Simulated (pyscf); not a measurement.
H₃C–InH–SH → H₃C–In=S + H₂ (elimination; singlet surface; H–In, H–S broken, H–H formed). PySCF, gas phase, ωB97X-D3(BJ)/def2-SVP geometries. Rate constants from transition-state theory at the high-pressure limit, ωB97M-D3(BJ)/def2-TZVP energies (ideal gas, 1 atm, RRHO with modes under 100 cm⁻¹ raised to 100, one conformer, R ln 2 for chiral ones without a mode under 150 cm⁻¹; no tunnelling), k in s⁻¹.

```
T (K)  1000/T  log10 k
-----  ------  -------
298     3.354   -22.88
600     1.667    -4.95
900     1.111     0.97
1200    0.833        ?
```

**Question.** Fit an Arrhenius line to the three values, give the activation energy, and predict k at 1200 K.

**Answer.** Least squares gives log10 k = 12.78 − 10.63 × 1000/T, so Ea = 10.63 × ln 10 × 1.987 = 48.6 kcal/mol, against an electronic barrier of 50.3. At 1200 K the line gives 3.92; the computed value is 3.94 (ΔG‡ = 51.9 kcal/mol), close to the line. At the saddle there is also a short H–In contact that neither side keeps. One saddle was located; it need not be the lowest between these sides. Elements past Kr carry the def2 core potentials, without spin-orbit coupling.
